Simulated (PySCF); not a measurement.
TDDFT excited states: [C4H11P2]+

Species: C₄H₁₁P₂ (charge +1).
Geometry (PBE0-D3(BJ)/def2-SVP, Å), atoms numbered from 1 in this order:
```
atom  x, y, z in Å
C1     2.8071   -0.6757    0.6675
P2     1.9857    0.7355   -0.1733
C3     0.2456    0.5396    0.2535
C4    -0.3909   -0.6253    0.5071
P5    -2.1437   -0.7321    0.6929
C6    -2.9951    0.8427    0.5499
H7     3.8899   -0.4816    0.6652
H8     2.4719   -0.8223    1.7042
H9     2.6457   -1.5945    0.0845
H10    2.2408    1.8075    0.7280
H11   -0.3313    1.4706    0.1691
H12    0.1450   -1.5766    0.6019
H13   -2.7055   -1.6288   -0.2451
H14   -2.4810   -1.3153    1.9350
H15   -2.8111    1.2741   -0.4446
H16   -4.0748    0.6764    0.6777
H17   -2.6394    1.5294    1.3314
```

Computed, not measured: TDDFT PBE0/def2-SVPD, vertical, gas phase, core orbitals frozen in the response (PySCF 2.14.0, density-fitted response routines).

```tsv
state	E (eV)	ν̃ (cm⁻¹)	f	|μ| (D)	main configurations (H = HOMO, L = LUMO)
S1	4.50	36310	0.326	4.37	H→L (97%)
S2	5.46	44070	0.0092	0.67	H→L+1 (98%)
S3	5.92	47770	0.0087	0.62	H→L+2 (94%)
S4	6.43	51860	0.0048	0.44	H→L+3 (73%), H-1→L (11%)
S5	6.48	52290	0.077	1.77	H-1→L (45%), H-2→L (18%), H→L+3 (17%)
S6	6.62	53360	0.027	1.03	H→L+4 (87%), H→L+5 (8%)
S7	6.80	54820	0.014	0.73	H→L+5 (66%), H-2→L (12%)
S8	6.90	55660	0.053	1.42	H-2→L (49%), H→L+6 (32%), H-1→L (12%)
S9	7.04	56780	0.083	1.76	H→L+6 (52%), H→L+5 (15%), H-2→L (14%)
S10	7.36	59350	0.029	1.02	H→L+7 (54%), H-3→L (19%)
```

Triplets, Tamm–Dancoff:

| state | E (eV) | λ (nm) | main configurations (H = HOMO, L = LUMO) |
| --- | --- | --- | --- |
| T1 | 3.16 | 392.2 | H→L (95%) |
| T2 | 4.69 | 264.3 | H-1→L (88%) |
| T3 | 5.31 | 233.4 | H→L+1 (87%) |
| T4 | 5.56 | 223.2 | H→L+2 (46%), H→L+5 (19%), H→L+3 (15%) |

The lowest singlet comes at 275 nm (434 kJ/mol) in the ultraviolet; it is strong; its leading configuration is HOMO→LUMO (97%). The lowest level is also the most intense of those listed (f = 0.326). Löwdin shares by element: HOMO phosphorus 53% or more, carbon 33% or more; LUMO carbon 55% or more, phosphorus 26% (atoms not listed hold the other 19%). Orbital energies (eV): HOMO-3 -14.13, HOMO-2 -13.73, HOMO-1 -13.11, HOMO -10.71, LUMO -5.60, LUMO+1 -4.32, LUMO+2 -3.83. Weighted by f, the mean energy of these states is 5.60 eV. The oscillator strengths of these states sum to 0.630; summed over the whole spectrum of an exact calculation they would give the number of electrons, 64 (Thomas–Reiche–Kuhn). All these states lie below the vertical ionisation energy of 12.56 eV (ΔSCF). Only the lowest 10 singlets were computed, as vertical energies without vibronic structure.

One conformer stands for the species.
